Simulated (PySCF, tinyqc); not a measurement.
Inside a calculation. Method: RHF in the sto-3g basis, for OH-, spin multiplicity 1. The basis has no diffuse functions, so it cannot describe the extra electron: this is an exercise in the method, not the real anion. The lowest restricted solution is unstable here: a spin-polarised one lies 0.0141 hartree lower (PySCF). Computed by tinyqc, a small Python program that keeps every step (integrals from PySCF). Settings: charge = -1, multiplicity = 1, basis = sto-3g, energy threshold = 1e-10, iteration cap = 89, orthogonalisation = canonical, start = Wolfsberg-Helmholz matrix, DIIS depth = 0, method = RHF. Command: `OMP_NUM_THREADS=1 python tinyqc.py 31668 31669 out.jsonl` (the two numbers bound the seeds that draw the settings). One thread of a shared host (Intel(R) Xeon(R) Processor @ 2.60GHz), about 0.05 s of CPU time with the checks. Later iterations appear only in the table of the cycle.

## One-electron integrals

Geometry (angstrom):
```
atom       x       y       z
O     0.0000  0.0000  0.0000
H     0.0000  0.0000  1.7100
```

Basis sto-3g: exponents (1/bohr^2) and contraction coefficients of normalised primitives:
```
element  l (shell)  exponent  coefficient
O            s (1)  130.7093       0.1543
O            s (1)   23.8089       0.5353
O            s (1)    6.4436       0.4446
O            s (2)    5.0332      -0.1000
O            s (2)    1.1696       0.3995
O            s (2)    0.3804       0.7001
O            p (3)    5.0332       0.1559
O            p (3)    1.1696       0.6077
O            p (3)    0.3804       0.3920
H            s (1)    3.4253       0.1543
H            s (1)    0.6239       0.5353
H            s (1)    0.1689       0.4446
```

Overlap, kinetic and nuclear-attraction integrals over the contracted functions; the nuclear repulsion is the sum of Za Zb / Rab.

nuclear repulsion = 2.475683 hartree

overlap S:
```
         1O 1s   1O 2s  1O 2px  1O 2py  1O 2pz   2H 1s
1O 1s   1.0000  0.2367  0.0000  0.0000  0.0000  0.0097
1O 2s   0.2367  1.0000  0.0000  0.0000  0.0000  0.1348
1O 2px  0.0000  0.0000  1.0000  0.0000  0.0000  0.0000
1O 2py  0.0000  0.0000  0.0000  1.0000  0.0000  0.0000
1O 2pz  0.0000  0.0000  0.0000  0.0000  1.0000  0.1404
2H 1s   0.0097  0.1348  0.0000  0.0000  0.1404  1.0000
```

kinetic energy T (hartree):
```
          1O 1s    1O 2s  1O 2px  1O 2py  1O 2pz    2H 1s
1O 1s   29.0032  -0.1680  0.0000  0.0000  0.0000  -0.0026
1O 2s   -0.1680   0.8081  0.0000  0.0000  0.0000  -0.0168
1O 2px   0.0000   0.0000  2.5287  0.0000  0.0000   0.0000
1O 2py   0.0000   0.0000  0.0000  2.5287  0.0000   0.0000
1O 2pz   0.0000   0.0000  0.0000  0.0000  2.5287   0.0072
2H 1s   -0.0026  -0.0168  0.0000  0.0000  0.0072   0.7600
```

nuclear attraction V (hartree):
```
           1O 1s    1O 2s   1O 2px   1O 2py   1O 2pz    2H 1s
1O 1s   -60.9279  -7.2563   0.0000   0.0000  -0.0049  -0.3044
1O 2s    -7.2563  -9.3614   0.0000   0.0000  -0.0614  -0.8377
1O 2px    0.0000   0.0000  -9.2801   0.0000   0.0000   0.0000
1O 2py    0.0000   0.0000   0.0000  -9.2801   0.0000   0.0000
1O 2pz   -0.0049  -0.0614   0.0000   0.0000  -9.3065  -0.7366
2H 1s    -0.3044  -0.8377   0.0000   0.0000  -0.7366  -3.6984
```

core Hamiltonian H = T + V (hartree):
```
           1O 1s    1O 2s   1O 2px   1O 2py   1O 2pz    2H 1s
1O 1s   -31.9247  -7.4243   0.0000   0.0000  -0.0049  -0.3071
1O 2s    -7.4243  -8.5532   0.0000   0.0000  -0.0614  -0.8544
1O 2px    0.0000   0.0000  -6.7514   0.0000   0.0000   0.0000
1O 2py    0.0000   0.0000   0.0000  -6.7514   0.0000   0.0000
1O 2pz   -0.0049  -0.0614   0.0000   0.0000  -6.7777  -0.7294
2H 1s    -0.3071  -0.8544   0.0000   0.0000  -0.7294  -2.9383
```

## Two-electron integrals

Functions are numbered as in S; the eight-fold symmetry (ij|kl) = (ji|kl) = (kl|ij) leaves the list below.

Two-electron integrals (ij|kl) in chemists' order, unique and non-zero (hartree):
```
(11|11) 4.7851     (21|11) 0.7414     (21|21) 0.1369     (22|11) 1.1189
(22|21) 0.2566     (22|22) 0.8172     (31|31) 0.0245     (32|31) 0.0378
(32|32) 0.1805     (33|11) 1.1158     (33|21) 0.2567     (33|22) 0.8170
(33|33) 0.8802     (41|41) 0.0245     (42|41) 0.0378     (42|42) 0.1805
(43|43) 0.0474     (44|11) 1.1158     (44|21) 0.2567     (44|22) 0.8170
(44|33) 0.7853     (44|44) 0.8802     (51|51) 0.0245     (52|51) 0.0378
(52|52) 0.1805     (53|53) 0.0474     (54|54) 0.0474     (55|11) 1.1158
(55|21) 0.2567     (55|22) 0.8170     (55|33) 0.7853     (55|44) 0.7853
(55|55) 0.8802     (61|11) 0.0307     (61|21) 0.0056     (61|22) 0.0105
(61|33) 0.0105     (61|44) 0.0105     (61|51) 2.38e-04   (61|52) 4.53e-04
(61|55) 0.0105     (61|61) 2.34e-04   (62|11) 0.0955     (62|21) 0.0223
(62|22) 0.0815     (62|33) 0.0801     (62|44) 0.0801     (62|51) 0.0016
(62|52) 0.0139     (62|55) 0.0842     (62|61) 0.0009     (62|62) 0.0114
(63|31) 0.0021     (63|32) 0.0130     (63|53) 0.0027     (63|63) 0.0014
(64|41) 0.0021     (64|42) 0.0130     (64|54) 0.0027     (64|64) 0.0014
(65|11) 0.0803     (65|21) 0.0189     (65|22) 0.0741     (65|33) 0.0712
(65|44) 0.0712     (65|51) 0.0031     (65|52) 0.0238     (65|55) 0.0799
(65|61) 0.0008     (65|62) 0.0126     (65|65) 0.0153     (66|11) 0.3089
(66|21) 0.0731     (66|22) 0.3078     (66|33) 0.2999     (66|44) 0.2999
(66|51) 0.0048     (66|52) 0.0591     (66|55) 0.3234     (66|61) 0.0031
(66|62) 0.0619     (66|65) 0.0795     (66|66) 0.7746
```

## Orthogonalisation

S = U s U^T; canonical form X = U s^(-1/2), so that X^T S X = 1. Each column of U has its largest component positive (the first on a tie).

eigenvalues of S: 0.7215  0.8779  1.0000  1.0000  1.1128  1.2878

X:
```
              1        2        3       4        5       6
1O 1s   -0.6648   0.4606   0.0000  0.0000  -0.3981  0.4973
1O 2s    0.8021  -0.2124   0.0000  0.0000  -0.2111  0.5889
1O 2px   0.0000   0.0000  -0.4424  0.8968   0.0000  0.0000
1O 2py   0.0000   0.0000   0.8968  0.4424   0.0000  0.0000
1O 2pz   0.2468   0.7084   0.0000  0.0000   0.6501  0.1873
2H 1s   -0.4896  -0.6164   0.0000  0.0000   0.5224  0.3840
```

Within a degenerate level the vectors are fixed only up to a rotation; this is one choice.

## Starting guess

The start is the generalised Wolfsberg-Helmholz matrix (K = 1.75) built on H; D = 2 C_occ C_occ^T.

D at the start:
```
          1O 1s    1O 2s  1O 2px  1O 2py   1O 2pz    2H 1s
1O 1s    2.1139  -0.4820  0.0000  0.0000   0.0150  -0.0617
1O 2s   -0.4820   2.0431  0.0000  0.0000  -0.0557   0.1974
1O 2px   0.0000   0.0000  2.0000  0.0000   0.0000   0.0000
1O 2py   0.0000   0.0000  0.0000  2.0000   0.0000   0.0000
1O 2pz   0.0150  -0.0557  0.0000  0.0000   1.9608   0.1137
2H 1s   -0.0617   0.1974  0.0000  0.0000   0.1137   0.0264
```

## Iteration 1: building the Fock matrix

J_ij = sum D_kl (ij|kl), K_ij = sum D_kl (ik|jl); F = H + J - 0.5 K; E = tr D H + tr D J / 2 - 0.25 tr D K + E_nn.

Coulomb J (hartree):
```
          1O 1s    1O 2s  1O 2px  1O 2py   1O 2pz   2H 1s
1O 1s   18.3980   3.5040  0.0000  0.0000  -0.0020  0.1442
1O 2s    3.5040   8.7136  0.0000  0.0000  -0.0065  0.8400
1O 2px   0.0000   0.0000  8.7056  0.0000   0.0000  0.0000
1O 2py   0.0000   0.0000  0.0000  8.7056   0.0000  0.0000
1O 2pz  -0.0020  -0.0065  0.0000  0.0000   8.7061  0.7520
2H 1s    0.1442   0.8400  0.0000  0.0000   0.7520  3.1012
```

exchange K (hartree):
```
         1O 1s    1O 2s  1O 2px  1O 2py   1O 2pz   2H 1s
1O 1s   9.8245   1.7121  0.0000  0.0000   0.0011  0.0724
1O 2s   1.7121   2.8205  0.0000  0.0000  -0.0224  0.3248
1O 2px  0.0000   0.0000  2.3379  0.0000   0.0000  0.0000
1O 2py  0.0000   0.0000  0.0000  2.3379   0.0000  0.0000
1O 2pz  0.0011  -0.0224  0.0000  0.0000   2.3273  0.2442
2H 1s   0.0724   0.3248  0.0000  0.0000   0.2442  0.1199
```

Fock matrix F (hartree):
```
           1O 1s    1O 2s  1O 2px  1O 2py   1O 2pz    2H 1s
1O 1s   -18.4389  -4.7764  0.0000  0.0000  -0.0075  -0.1990
1O 2s    -4.7764  -1.2499  0.0000  0.0000  -0.0567  -0.1768
1O 2px    0.0000   0.0000  0.7853  0.0000   0.0000   0.0000
1O 2py    0.0000   0.0000  0.0000  0.7853   0.0000   0.0000
1O 2pz   -0.0075  -0.0567  0.0000  0.0000   0.7647  -0.0995
2H 1s    -0.1990  -0.1768  0.0000  0.0000  -0.0995   0.1029
```

total energy of this density = -73.014674 hartree

## Iteration 1: diagonalisation and new density

Diagonalise F' = X^T F X, C = X C', fill 5 alpha and 5 beta electrons from the bottom; D = 2 C_occ C_occ^T. Each column has its largest component positive (the first on a tie).

F' = X^T F X (hartree):
```
         1        2       3       4        5        6
1  -3.7745   3.6403  0.0000  0.0000  -3.7833   5.5645
2   3.6403  -2.4456  0.0000  0.0000   3.6245  -4.7172
3   0.0000   0.0000  0.7853  0.0000   0.0000   0.0000
4   0.0000   0.0000  0.0000  0.7853   0.0000   0.0000
5  -3.7833   3.6245  0.0000  0.0000  -3.3568   5.4240
6   5.5645  -4.7172  0.0000  0.0000   5.4240  -7.9325
```

orbital energies (hartree): MO1 -18.4487, MO2 -0.0946, MO3 0.2046, MO4 0.7853, MO5 0.7853, MO6 0.8293

coefficients C:
```
            MO1      MO2      MO3     MO4      MO5      MO6
1O 1s    0.9941  -0.2150   0.1597  0.0000   0.0000  -0.0026
1O 2s    0.0239   0.8086  -0.6519  0.0000   0.0000   0.0212
1O 2px   0.0000   0.0000   0.0000  0.4614   0.8872   0.0000
1O 2py   0.0000   0.0000   0.0000  0.8872  -0.4614   0.0000
1O 2pz   0.0007   0.1017   0.1272  0.0000   0.0000   0.9970
2H 1s   -0.0020   0.5005   0.8349  0.0000   0.0000  -0.3040
```

D after iteration 1:
```
          1O 1s    1O 2s  1O 2px  1O 2py   1O 2pz    2H 1s
1O 1s    2.1198  -0.5083  0.0000  0.0000  -0.0017   0.0474
1O 2s   -0.5083   2.1588  0.0000  0.0000  -0.0013  -0.2791
1O 2px   0.0000   0.0000  2.0000  0.0000   0.0000   0.0000
1O 2py   0.0000   0.0000  0.0000  2.0000   0.0000   0.0000
1O 2pz  -0.0017  -0.0013  0.0000  0.0000   0.0531   0.3142
2H 1s    0.0474  -0.2791  0.0000  0.0000   0.3142   1.8950
```

Within a degenerate level the vectors are fixed only up to a rotation; this is one choice.

## Iteration 2: building the Fock matrix

As before.

Coulomb J (hartree):
```
          1O 1s   1O 2s  1O 2px  1O 2py  1O 2pz   2H 1s
1O 1s   16.9135  3.1654  0.0000  0.0000  0.0100  0.1305
1O 2s    3.1654  7.7720  0.0000  0.0000  0.1186  0.7997
1O 2px   0.0000  0.0000  7.8100  0.0000  0.0000  0.0000
1O 2py   0.0000  0.0000  0.0000  7.8100  0.0000  0.0000
1O 2pz   0.0100  0.1186  0.0000  0.0000  7.6731  0.7530
2H 1s    0.1305  0.7997  0.0000  0.0000  0.7530  3.9450
```

exchange K (hartree):
```
         1O 1s   1O 2s  1O 2px  1O 2py  1O 2pz   2H 1s
1O 1s   9.7850  1.6386  0.0000  0.0000  0.0019  0.0716
1O 2s   1.6386  2.5121  0.0000  0.0000  0.0325  0.2784
1O 2px  0.0000  0.0000  2.2583  0.0000  0.0000  0.0000
1O 2py  0.0000  0.0000  0.0000  2.2583  0.0000  0.0000
1O 2pz  0.0019  0.0325  0.0000  0.0000  0.7058  0.2819
2H 1s   0.0716  0.2784  0.0000  0.0000  0.2819  1.5144
```

Fock matrix F (hartree):
```
           1O 1s    1O 2s   1O 2px   1O 2py   1O 2pz    2H 1s
1O 1s   -19.9037  -5.0783   0.0000   0.0000   0.0041  -0.2124
1O 2s    -5.0783  -2.0373   0.0000   0.0000   0.0410  -0.1940
1O 2px    0.0000   0.0000  -0.0706   0.0000   0.0000   0.0000
1O 2py    0.0000   0.0000   0.0000  -0.0706   0.0000   0.0000
1O 2pz    0.0041   0.0410   0.0000   0.0000   0.5425  -0.1174
2H 1s    -0.2124  -0.1940   0.0000   0.0000  -0.1174   0.2495
```

total energy of this density = -73.890276 hartree

## Iteration 2: diagonalisation and new density

As before.

F' = X^T F X (hartree):
```
         1        2        3        4        5        6
1  -4.5410   4.1337   0.0000   0.0000  -4.0206   5.6719
2   4.1337  -2.7918   0.0000   0.0000   3.6779  -5.0199
3   0.0000   0.0000  -0.0706   0.0000   0.0000   0.0000
4   0.0000   0.0000   0.0000  -0.0706   0.0000   0.0000
5  -4.0206   3.6779   0.0000   0.0000  -3.7645   5.9416
6   5.6719  -5.0199   0.0000   0.0000   5.9416  -8.7224
```

orbital energies (hartree): MO1 -19.9112, MO2 -0.7879, MO3 -0.0706, MO4 -0.0706, MO5 0.2105, MO6 0.6690

coefficients C:
```
            MO1      MO2      MO3     MO4      MO5      MO6
1O 1s    0.9950  -0.2622   0.0000  0.0000   0.0260  -0.0236
1O 2s    0.0205   1.0233   0.0000  0.0000  -0.1379   0.1156
1O 2px   0.0000   0.0000   0.9820  0.1889   0.0000   0.0000
1O 2py   0.0000   0.0000  -0.1889  0.9820   0.0000   0.0000
1O 2pz   0.0000  -0.0305   0.0000  0.0000   0.4013   0.9266
2H 1s   -0.0016   0.0346   0.0000  0.0000   0.8689  -0.5327
```

D after iteration 2:
```
          1O 1s    1O 2s  1O 2px  1O 2py   1O 2pz    2H 1s
1O 1s    2.1187  -0.5029  0.0000  0.0000   0.0368   0.0238
1O 2s   -0.5029   2.1330  0.0000  0.0000  -0.1731  -0.1689
1O 2px   0.0000   0.0000  2.0000  0.0000   0.0000   0.0000
1O 2py   0.0000   0.0000  0.0000  2.0000   0.0000   0.0000
1O 2pz   0.0368  -0.1731  0.0000  0.0000   0.3239   0.6952
2H 1s    0.0238  -0.1689  0.0000  0.0000   0.6952   1.5123
```

Within a degenerate level the vectors are fixed only up to a rotation; this is one choice.

## Iteration 3: building the Fock matrix

As before.

Coulomb J (hartree):
```
          1O 1s   1O 2s  1O 2px  1O 2py   1O 2pz   2H 1s
1O 1s   17.1521  3.2200  0.0000  0.0000  -0.0002  0.1326
1O 2s    3.2200  7.9299  0.0000  0.0000   0.0581  0.8043
1O 2px   0.0000  0.0000  7.9597  0.0000   0.0000  0.0000
1O 2py   0.0000  0.0000  0.0000  7.9597   0.0000  0.0000
1O 2pz  -0.0002  0.0581  0.0000  0.0000   7.8471  0.7488
2H 1s    0.1326  0.8043  0.0000  0.0000   0.7488  3.7828
```

exchange K (hartree):
```
         1O 1s    1O 2s  1O 2px  1O 2py   1O 2pz   2H 1s
1O 1s   9.7907   1.6498  0.0000  0.0000   0.0003  0.0738
1O 2s   1.6498   2.5657  0.0000  0.0000  -0.0820  0.3057
1O 2px  0.0000   0.0000  2.2712  0.0000   0.0000  0.0000
1O 2py  0.0000   0.0000  0.0000  2.2712   0.0000  0.0000
1O 2pz  0.0003  -0.0820  0.0000  0.0000   1.0000  0.3916
2H 1s   0.0738   0.3057  0.0000  0.0000   0.3916  1.2916
```

Fock matrix F (hartree):
```
           1O 1s    1O 2s  1O 2px  1O 2py   1O 2pz    2H 1s
1O 1s   -19.6680  -5.0292  0.0000  0.0000  -0.0053  -0.2114
1O 2s    -5.0292  -1.9062  0.0000  0.0000   0.0377  -0.2030
1O 2px    0.0000   0.0000  0.0728  0.0000   0.0000   0.0000
1O 2py    0.0000   0.0000  0.0000  0.0728   0.0000   0.0000
1O 2pz   -0.0053   0.0377  0.0000  0.0000   0.5694  -0.1763
2H 1s    -0.2114  -0.2030  0.0000  0.0000  -0.1763   0.1987
```

total energy of this density = -73.966069 hartree

## Iteration 3: diagonalisation and new density

As before.

F' = X^T F X (hartree):
```
         1        2       3       4        5        6
1  -4.3915   4.0884  0.0000  0.0000  -3.9621   5.6652
2   4.0884  -2.7079  0.0000  0.0000   3.6716  -4.9693
3   0.0000   0.0000  0.0728  0.0000   0.0000   0.0000
4   0.0000   0.0000  0.0000  0.0728   0.0000   0.0000
5  -3.9621   3.6716  0.0000  0.0000  -3.7482   5.8292
6   5.6652  -4.9693  0.0000  0.0000   5.8292  -8.6111
```

orbital energies (hartree): MO1 -19.6758, MO2 -0.6623, MO3 0.0728, MO4 0.0728, MO5 0.1409, MO6 0.7385

coefficients C:
```
            MO1      MO2      MO3     MO4      MO5      MO6
1O 1s    0.9948  -0.2614   0.0000  0.0000   0.0342  -0.0272
1O 2s    0.0210   1.0168   0.0000  0.0000  -0.1706   0.1284
1O 2px   0.0000   0.0000   0.9855  0.1698   0.0000   0.0000
1O 2py   0.0000   0.0000  -0.1698  0.9855   0.0000   0.0000
1O 2pz   0.0004  -0.0276   0.0000  0.0000   0.4102   0.9227
2H 1s   -0.0016   0.0694   0.0000  0.0000   0.8625  -0.5396
```

D after iteration 3:
```
          1O 1s    1O 2s  1O 2px  1O 2py   1O 2pz    2H 1s
1O 1s    2.1184  -0.5014  0.0000  0.0000   0.0434   0.0196
1O 2s   -0.5014   2.1267  0.0000  0.0000  -0.1960  -0.1534
1O 2px   0.0000   0.0000  2.0000  0.0000   0.0000   0.0000
1O 2py   0.0000   0.0000  0.0000  2.0000   0.0000   0.0000
1O 2pz   0.0434  -0.1960  0.0000  0.0000   0.3381   0.7039
2H 1s    0.0196  -0.1534  0.0000  0.0000   0.7039   1.4975
```

Within a degenerate level the vectors are fixed only up to a rotation; this is one choice.

## Iteration 10 (converged): orbitals

converged F (hartree):
```
           1O 1s    1O 2s  1O 2px  1O 2py   1O 2pz    2H 1s
1O 1s   -19.6602  -5.0277  0.0000  0.0000  -0.0075  -0.2113
1O 2s    -5.0277  -1.9008  0.0000  0.0000   0.0401  -0.2047
1O 2px    0.0000   0.0000  0.0777  0.0000   0.0000   0.0000
1O 2py    0.0000   0.0000  0.0000  0.0777   0.0000   0.0000
1O 2pz   -0.0075   0.0401  0.0000  0.0000   0.5691  -0.1779
2H 1s    -0.2113  -0.2047  0.0000  0.0000  -0.1779   0.1944
```

As before.

F' = X^T F X (hartree):
```
         1        2       3       4        5        6
1  -4.3837   4.0880  0.0000  0.0000  -3.9585   5.6666
2   4.0880  -2.7094  0.0000  0.0000   3.6710  -4.9666
3   0.0000   0.0000  0.0777  0.0000   0.0000   0.0000
4   0.0000   0.0000  0.0000  0.0777   0.0000   0.0000
5  -3.9585   3.6710  0.0000  0.0000  -3.7480   5.8249
6   5.6666  -4.9666  0.0000  0.0000   5.8249  -8.6080
```

orbital energies (hartree): MO1 -19.6681, MO2 -0.6574, MO3 0.0777, MO4 0.0777, MO5 0.1368, MO6 0.7396

coefficients C:
```
            MO1      MO2      MO3     MO4      MO5      MO6
1O 1s    0.9948  -0.2613   0.0000  0.0000   0.0347  -0.0281
1O 2s    0.0211   1.0160   0.0000  0.0000  -0.1726   0.1316
1O 2px   0.0000   0.0000   0.9832  0.1828   0.0000   0.0000
1O 2py   0.0000   0.0000  -0.1828  0.9832   0.0000   0.0000
1O 2pz   0.0005  -0.0297   0.0000  0.0000   0.4099   0.9228
2H 1s   -0.0016   0.0727   0.0000  0.0000   0.8626  -0.5390
```

D after iteration 10:
```
          1O 1s    1O 2s  1O 2px  1O 2py   1O 2pz    2H 1s
1O 1s    2.1183  -0.5010  0.0000  0.0000   0.0450   0.0186
1O 2s   -0.5010   2.1251  0.0000  0.0000  -0.2019  -0.1501
1O 2px   0.0000   0.0000  2.0000  0.0000   0.0000   0.0000
1O 2py   0.0000   0.0000  0.0000  2.0000   0.0000   0.0000
1O 2pz   0.0450  -0.2019  0.0000  0.0000   0.3379   0.7029
2H 1s    0.0186  -0.1501  0.0000  0.0000   0.7029   1.4987
```

Within a degenerate level the vectors are fixed only up to a rotation; this is one choice.

## Convergence

Stop when the energy changes by less than 1e-10 hartree and every element of the error matrix X^T (F D S - S D F) X is below 3e-06.

Course of the cycle:
```
iteration  E (hartree)     change  largest element of the error matrix
1           -73.014674          -                             2.85e-01
2           -73.890276  -8.76e-01                             1.69e-01
3           -73.966069  -7.58e-02                             3.47e-02
4           -73.966594  -5.25e-04                             6.72e-03
5           -73.966615  -2.12e-05                             1.44e-03
6           -73.966616  -9.99e-07                             3.14e-04
7           -73.966617  -4.76e-08                             6.85e-05
8           -73.966617  -2.27e-09                             1.50e-05
9           -73.966617  -1.09e-10                             3.27e-06
10          -73.966617  -5.17e-12                             7.14e-07
```

PySCF RHF in the same basis = -73.966617 hartree

Converged in 10 iterations.

## Populations, bond orders and dipole

Mulliken: Z minus the diagonal of D S on the atom; Loewdin: the same with S^(1/2) D S^(1/2); Mayer order: 2 sum_s sum (D(s) S)_ij (D(s) S)_ji over the two atoms.

Charges (e):
```
atom  Mulliken  Loewdin
1O     -0.4227  -0.4277
2H     -0.5773  -0.5723
```

Mayer bond orders:
```
pair   order
2-1   0.6667
```

dipole moment about the origin, x y z (debye): 0.0000  0.0000  -4.2677
